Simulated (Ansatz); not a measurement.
Consider the substitution at a C–C bond: `CC(C)=C(C)O` + HCl → `C/C(O)=C(\C)Cl` + CH₄.

Gas-phase electronic energies from Ansatz, PBE0-D4/def2-TZVP geometries. CCSD(T)/CBS is the MP2 limit (def2-TZVPP, def2-QZVPP) plus CCSD(T) − MP2 in def2-TZVPP, frozen cores. This one scheme is used for every species. DFT in def2-TZVPP. Each species was taken in one conformer, which may not be the lowest.

`CC(C)=C(C)O`:

Cartesian coordinates in Å:
```
C -1.591 -0.731 0.657
C -0.320 -0.312 -0.023
C 0.039 -1.137 -1.218
C 0.399 0.734 0.405
C 1.683 1.243 -0.146
O 0.028 1.511 1.468
H -2.480 -0.338 0.149
H -1.653 -0.435 1.710
H -1.681 -1.821 0.648
H -0.786 -1.146 -1.940
H 0.215 -2.181 -0.935
H 0.923 -0.780 -1.742
H 2.071 0.625 -0.951
H 1.556 2.264 -0.517
H 2.430 1.283 0.651
H -0.833 1.222 1.784
```

HCl:

```xyz
2

Cl   -0.134   -0.347   -0.520
H     0.134    0.347    0.520
```

`C/C(O)=C(\C)Cl`:

Cartesian coordinates in Å:
```
C -1.478 -0.151 -0.730
C -0.489 -0.587 0.291
O -0.966 -1.614 1.026
C 0.722 -0.051 0.480
C 1.376 1.070 -0.242
Cl 1.707 -0.742 1.753
H -1.719 -0.991 -1.387
H -1.118 0.676 -1.336
H -2.404 0.152 -0.236
H -0.290 -1.860 1.673
H 0.727 1.468 -1.021
H 1.623 1.886 0.443
H 2.308 0.743 -0.711
```

CH₄:

Z-matrix (Å, degrees):
```
C
H 1 1.090
H 1 1.090 2 109.5
H 1 1.090 2 109.5 3 -120.0
H 1 1.090 2 109.5 3 120.0
```

CCSD(T)/CBS gives -0.7 kcal/mol.

(1) Another level gave -1.9 kcal/mol. Which?
A. CCSD/def2-TZVPP
B. PBE0/def2-TZVPP
C. MP2/def2-TZVPP
D. PBE-D4/def2-TZVPP

Largest T1 diagnostic among the species: 0.011.

Results:

(1) B. PBE0 -1.9, MP2/def2-TZVPP -0.8, PBE-D4 -2.8, CCSD/def2-TZVPP 0.7 kcal/mol.

From PBE to PBE0 (25 % exact exchange), in def2-TZVPP and without D4, ΔE moves by +1.2 kcal/mol.
